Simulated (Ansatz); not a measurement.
Two shapes of doublet C₃H₄(+).

Shape 1:

```xyz
7

C    -0.4897   -1.1434   -0.0793
C     0.0878    0.2025    0.0166
C     0.5567    1.2952    0.0944
H    -0.9582   -1.2907   -1.0524
H     0.2828   -1.9018    0.0479
H    -1.2461   -1.2914    0.6915
H     0.9759    2.2717    0.1641
```

Shape 2:

```xyz
7

C     0.2324    0.3975    1.1502
C    -0.0402   -0.0688   -0.1991
C    -0.2673   -0.4572   -1.3232
H    -0.5830    1.0387    1.5196
H     0.3385   -0.4483    1.8473
H     1.1643    0.9829    1.1859
H    -0.4687   -0.8018   -2.3203
```

Basis set: def2-SVP (spherical functions). Correlated methods keep 3 orbitals frozen. Charge 1, multiplicity 2.

Computed with Ansatz (development build ahead of 0.2.0); each method stands on the lowest determinant of its kind that the runs found.

(1) Which shape is lower in energy, and by how much in each method?

## Answers

(1)

| method | E(2) − E(1) (eV) |
| --- | --- |
| ROHF | -0.079 |
| UHF | -0.079 |
| UHF-CCSD(T) | -0.157 |
| PBE0 (unrestricted) | -0.149 |

Shape 2 is lower. Caution for UHF, UHF-CCSD(T), PBE0 (unrestricted): the determinant breaks the point group.
